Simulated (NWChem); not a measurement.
# Total energies of ClNa

```
Na
Cl 1 2.3404
```
Charge 0, spin multiplicity 1.

The numbers come from NWChem runs, not from measurements. The geometry was optimised at B3LYP/def2-SVP, a minimum by its harmonic frequencies.

Basis set: 3-21G (26 functions).

| method | total energy (Ha) |
|---|---|
| RHF | -618.24234 |
| MP2 | -618.29028 |
| B2PLYP | -619.05339 |
| PBE | -619.01487 |
| B3LYP | -619.36084 |
| M06-2X | -619.28454 |
| CCSD(T) | -618.29704 |

Total energies of different functionals aren't comparable as a measure of quality: only differences taken within one method are. 

The correlated methods keep 6 core orbitals frozen. B3LYP has NWChem's definition, with VWN1-RPA local correlation. The structure started from a generated list of species. Coupled-cluster values serve here as a point of comparison, not as the truth.
